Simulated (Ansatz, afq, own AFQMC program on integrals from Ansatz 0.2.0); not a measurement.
Where AFQMC and coupled cluster stand for CH₃N⁺, doublet

```
atom    x (Å)    y (Å)    z (Å)
   N  -0.1361   0.0000   0.6653
   C   0.1131   0.0000  -0.6766
   H   0.7075   0.0000   1.2483
   H  -0.0823   0.9269  -1.2151
   H  -0.0823  -0.9269  -1.2151
```

Connectivity, by distances: NH–CH2.

Basis cc-pVDZ. Only valence electrons are correlated. Ansatz 0.2.0 and our own AFQMC program on the same integrals; the CISD trial comes from CCSD amplitudes, and released means the phaseless constraint is let go. Uncertainties: one standard error, sampling alone.

Determinant: ROHF, the one that the program's search chose, which needn't be the lowest solution. The geometry is a PBE0/def2-TZVP stationary point of this or a neighbouring charge and spin state.

No full CI on the walks' own integrals is used here; CCSDT(Q) serves as the reference and is uncertain by about the last step of the cluster series.

Cautions: higher spins were not checked; a spin-contaminated unrestricted determinant lies lower (UHF 223 meV lower, ⟨S²⟩ 0.92); raised T1 diagnostic (T1 0.041, weight of the determinant 0.86, largest double 0.11); the released energies move by 1.5 errors or more from one time to the next, so no released level is given (meV from the phaseless value at times in 1/Eh: -10 ± 5 at 0.24, -18 ± 5 at 0.51, -23 ± 5 at 0.99, -36 ± 4 at 1.62, -24 ± 4 at 2.40), though the last usable value meets CCSDT(Q) within the noise.

* T1 diagnostic: 0.0406
* weight of the determinant in the CISD state: 0.861
* size of the correlated space: 11 electrons in 41 orbitals

```json
{"level": "MP2", "correlation energy (eV)": "-6.9805"}
{"level": "CCSD", "correlation energy (eV)": "-7.9266"}
{"level": "CCSD(T)", "correlation energy (eV)": "-8.2130"}
```

(1) Estimate where phaseless AFQMC with a CISD trial lies against CCSD(T) on the same integrals.

(1) 2.5 ± 0.5 kJ/mol below CCSD(T).

Reference: CCSDT(Q), correlation energy -8.263 eV.

```csv
level,E − E(reference) (kJ/mol),share of correlation (%)
CCSD(T),4.8,99.40
CCSDT,1.5,99.81
ph-AFQMC/CISD,2.3 ± 0.5,99.71
```

A walk keeps the symmetry of its determinant, which the program's search chose and which needn't be the lowest solution, so a lower state of the same spin and another symmetry isn't excluded.
